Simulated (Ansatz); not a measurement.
**CH₃BO: an energy map over angle H5–B1–H4 and angle H6–B1–C2**

Aim: map the energy of CH₃BO over two coordinates, and find its wells, ridges and stiffness.

Method: RKS B3LYP-D4/def2-TZVP; program: Ansatz 0.2.0.

**1. The system as given**

6 atoms, charge 0, spin multiplicity 1.

Atoms are counted from 1 here; the program's logs count them from 0.

Bond lengths: B1–C2 1.512 Å, B1–H4 1.230 Å, B1–H5 1.230 Å, B1–H6 1.230 Å, C2–O3 1.149 Å. Angles: C2–B1–H4 105.3°, C2–B1–H5 105.3°, C2–B1–H6 105.3°, H4–B1–H5 113.3°, H4–B1–H6 113.3°, H5–B1–H6 113.3°, B1–C2–O3 180.0°.

As a file:

```
B    -0.40058   -0.24602   -0.25161
C     0.73514    0.45180    0.46187
O     1.59812    0.98179    1.00394
H     0.01801   -0.47025   -1.38596
H    -1.33733    0.55028   -0.22726
H    -0.61337   -1.26760    0.39902
```

This geometry comes from a loose relaxation at PBE in a small basis, which is not shown.

**3. The grid**

First coordinate, angle H5–B1–H4: 15 values from 78.7 to 148.7 °. Second coordinate, angle H6–B1–C2: 15 values from 69.8 to 139.8 °.

Nothing else is relaxed (all other coordinates rigid). Energies count from the relaxed molecule at the same level. Points are written as (first, second).

(The set-up runs are not shown.)

**4. Grid point (123.7°, 74.8°)**

Contents of input.yaml:

```yaml
crystal:
  periodic: [false, false, false]
  atoms:
    - { symbol: B, position_ang: [-0.406237, -0.249595, -0.255212] }
    - { symbol: C, position_ang: [0.735401, 0.451889, 0.462004] }
    - { symbol: O, position_ang: [1.58327, 0.972818, 0.994664] }
    - { symbol: H, position_ang: [0.013857, -0.464877, -1.365682] }
    - { symbol: H, position_ang: [-1.315275, 0.507737, -0.018455] }
    - { symbol: H, position_ang: [-0.138397, -0.959405, 0.683087] }
basis:
  gaussian: { orbitals: def2-TZVP }
hamiltonian:
  xc: { name: B3LYP }
  dispersion: d4
output:
  forces: true
```

Launch:

```sh
$ ansatz run input.yaml --threads 1 --pin off --max-ram 2560MiB --backend cpu --events-out ev --progress --plain --runs-dir out
```

Further runs follow: the other points that were computed.

Q: Predict the outcome of this session. Wanted: lowest point; highest computed point; largest force on an atom; dipole moment.

As calculated:

| quantity | value |
| --- | --- |
| lowest point | (113.7°, 104.8°), 0 kJ/mol |
| highest computed point | (78.7°, 69.8°), 170 kJ/mol above the lowest |
| largest force on an atom (eV/Å) | 0.00 at (113.7°, 104.8°) to 3.76 at (78.7°, 69.8°); 0.00 at the lowest point |
| dipole moment (D) | 0.48 at (148.7°, 69.8°) to 1.47 at (103.7°, 119.8°); 1.40 at the lowest point |
| time for the whole task | 6.6 min on 1 thread, shared host |

The lowest computed point is at (113.7°, 104.8°), 0 kJ/mol from the relaxed molecule at the same level. No other kind of well shows on this grid. The highest computed point, (78.7°, 69.8°), lies 170 kJ/mol above the lowest. Round the minimum the valley is somewhat tilted: raising angle H5–B1–H4 shifts the best value of angle H6–B1–C2 downwards (coupling k₁₂/√(k₁₁k₂₂) about 0.2).
